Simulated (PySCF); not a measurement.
Compound: C4H9 (charge +1).
Cartesian coordinates in Å at the PBE0-D3(BJ)/def2-SVP level; atoms count from 1:
```
atom  x, y, z in Å
C1    -0.3323    1.4164    0.0201
C2     0.0101    0.0010    0.0535
C3     1.3998   -0.4231    0.1550
C4    -1.0483   -0.9969    0.0264
H5     0.4416    2.0475   -0.4379
H6    -0.3661    1.7065    1.0967
H7    -1.3375    1.6173   -0.3760
H8     2.1319    0.3319   -0.1559
H9     1.5759   -1.4038   -0.3140
H10    1.5476   -0.6093    1.2443
H11   -1.2565   -1.1138   -1.0637
H12   -0.7497   -1.9851    0.4001
H13   -1.9947   -0.6396    0.4595
```

The computed photoelectron lines, unassigned: C 1s: 296.89 (area 3), 299.37 (area 1) eV.

Method used: PySCF, delta-SCF UKS SCAN, pcX-2 on the ionised atom, pcseg-1 elsewhere, spin-free X2C. Isolated species at its PBE0-D3(BJ)/def2-SVP geometry, gas phase.

Task: Assign the C 1s lines to atoms.

Result: 296.89 eV: C1/C3/C4 (methyl carbon); 299.37 eV: C2 (formal carbocation centre). The listed C 1s values span 2.48 eV, from C1/C3/C4 (bonded to C and 3 H) to C2 (bonded to 3 C).

Bonded neighbours of each site: C1/C3/C4: C and 3 H; C2: 3 C.

Task: Which photon energy gives electrons from C 1s of C2 a kinetic energy of 150 eV, and what is their de Broglie wavelength?

Result: hν = 299.37 + 150 = 449.37 eV, recoil neglected; λ = 12.264 Å/√(E/eV) = 1.00 Å.

Atoms equivalent by their bonding share one computed value, that of the first of them. The species carries charge +1, so core ionisation leaves charge +2.
